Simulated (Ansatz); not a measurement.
# BSiP (triplet): from Hartree-Fock to the top rungs at a displaced geometry (v2), cc-pVDZ

One table from this session's results is given with a row withheld; the runs are named, their logs left out.

The runs use Ansatz 0.2.0, Gaussian basis; cc-pVDZ, core rule «outside noble gas», up to 11 orbitals frozen.

Plan: UHF; CCSD(T) on ROHF; CCSD(T) on UHF; BCCD(T) on ROHF; CISD as a restricted active space (open shells left free, so some higher excitations enter); CCSDT(Q) on ROHF; CCSDT(Q) on UHF.

29 further runs of the same task are left out: 5 for a known fault of the program, 9 that didn't finish, 15 set aside as unsound or not needed. Runs told in other sessions of the task aren't counted.

## What is computed

The geometry is a PBE0/def2-TZVP stationary point (not a proven minimum) with its atoms shifted at random (size 0.100 Å).

3 atoms, charge 0, spin multiplicity 3.

Atoms are counted from 1 here; the program's logs count them from 0.

Bond lengths: B1–P2 1.833 Å, B1–Si3 2.014 Å, P2–Si3 2.146 Å. Angles: P2–B1–Si3 67.6°, B1–P2–Si3 60.2°, B1–Si3–P2 52.2°.

As a file:

| atom | x (Å) | y (Å) | z (Å) |
| --- | --- | --- | --- |
| B1 | 0.1086 | -1.3310 | 0.1819 |
| P2 | -0.0563 | 0.3086 | 0.9844 |
| Si3 | 0.0203 | 0.1721 | -1.1557 |

Set-up of the first run:

Input file in.yaml:

```yaml
crystal:
  periodic: [false, false, false]
  atoms:
    - {symbol: B, position_ang: [0.108564, -1.331002, 0.181936]}
    - {symbol: P, position_ang: [-0.056310, 0.308557, 0.984445]}
    - {symbol: Si, position_ang: [0.020311, 0.172056, -1.155716]}
basis:
  gaussian: {orbitals: cc-pVDZ}
magnetization: {spin_polarized: true, initial_magnetization: 2}
hamiltonian: {xc: hf}
output: {orbitals: {seedname: orbitals}}
```

Run with:

```console
$ ansatz run in.yaml --threads 1 --pin off --events-out ev --progress --plain --max-ram 2393MiB
```

Steps of the session up to this table: UHF; CCSD(T) on ROHF; CCSD(T) on UHF; BCCD(T) on ROHF; CISD as a restricted active space (open shells left free, so some higher excitations enter); CCSDT(Q) on ROHF; CCSDT(Q) on UHF.

One of the session's tables, all rows but one given; the rest of the session is left out.

| method | from UCCSDT(Q) (meV) |
| --- | --- |
| ROHF | ? |
| UHF | +7917.0 |
| RMP2 | +1268.6 |
| UMP2 | +1369.1 |
| CISD | +1390.1 |
| RCCSD | +563.0 |
| UCCSD | +555.9 |
| RCCSD(T) | +86.7 |
| UCCSD(T) | +93.1 |
| BCCD(T) | +80.1 |
| RCCSDT | +49.8 |
| UCCSDT | +48.0 |
| RCCSDT(Q) | +5.0 |
| UCCSDT(Q) | 0 |

Estimate the missing values for ROHF.

The run gave: from UCCSDT(Q) (meV): +8134.5. In the column «from UCCSDT(Q) (meV)» it is the highest.

Limits of these values: Restricted and unrestricted rows rest on different reference determinants; a gap between their highest levels can come from leftover correlation error, from unlike frozen cores or from another state.
